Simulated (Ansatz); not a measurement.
# SiH+ (singlet): wave-function methods side by side, cc-pVQZ

One table from this session's results is given with a row withheld; the runs are named, their logs left out.

The runs use Ansatz 0.2.0, Gaussian basis; cc-pVQZ, core rule «outside noble gas», up to 5 orbitals frozen.

Plan: UHF; CCSD(T) on RHF; CCSD(T) on UHF; BCCD(T) on RHF; CCSDT(Q) on RHF; CCSDT(Q) on UHF; CASSCF and MRCISD+Q, 4 electrons in 5 orbitals; CASSCF and NEVPT2, 4 electrons in 5 orbitals; Full CI.

6 further runs of the same task are left out: 2 for a known fault of the program, 2 that didn't finish, 2 set aside as unsound or not needed.

## The geometry

The geometry is a PBE0/def2-TZVP stationary point (not a proven minimum).

2 atoms, charge 1, spin multiplicity 1.

Atoms are counted from 1 here; the program's logs count them from 0.

Bond lengths: Si1–H2 1.519 Å.

The first run:

Input file in.yaml:

```yaml
crystal:
  periodic: [false, false, false]
  atoms:
    - {symbol: Si, position_ang: [0.000000, 0.000000, 0.000000]}
    - {symbol: H, position_ang: [0.000000, 0.000000, 1.518600]}
basis:
  gaussian: {orbitals: cc-pVQZ}
total_charge: 1
magnetization: {spin_polarized: true, initial_magnetization: 0}
hamiltonian: {xc: hf}
output: {orbitals: {seedname: orbitals}}
```

Run with:

```console
$ ansatz run in.yaml --threads 1 --pin off --events-out ev --progress --plain --max-ram 2393MiB
```

Steps of the session up to this table: UHF; CCSD(T) on RHF; CCSD(T) on UHF; BCCD(T) on RHF; CCSDT(Q) on RHF; CCSDT(Q) on UHF; CASSCF and MRCISD+Q, 4 electrons in 5 orbitals; CASSCF and NEVPT2, 4 electrons in 5 orbitals; Full CI.

One of the session's tables, all rows but one given; the rest of the session is left out.

| method | from FCI (meV) |
| --- | --- |
| RHF | +2649.6 |
| UHF | ? |
| RMP2 | +631.1 |
| RCCSD | +59.9 |
| RCCSD(T) | +12.2 |
| BCCD(T) | +12.2 |
| RCCSDT | +1.9 |
| RCCSDT(Q) | +0.3 |
| CASSCF valence | +1222.3 |
| NEVPT2 valence | +392.6 |
| MRCISD valence | +48.5 |
| MRCISD+Q valence | +19.4 |
| FCI | 0 |

Estimate the missing values for UHF.

The run gave: from FCI (meV): +2646.6. In the column «from FCI (meV)» it lies between CASSCF valence (+1222.3) and RHF (+2649.6).

Not comparable, so not listed: CCSD(T) on UHF; CCSDT(Q) on UHF (they don't share determinant, frozen orbitals or solution with the rows shown, or repeat one).
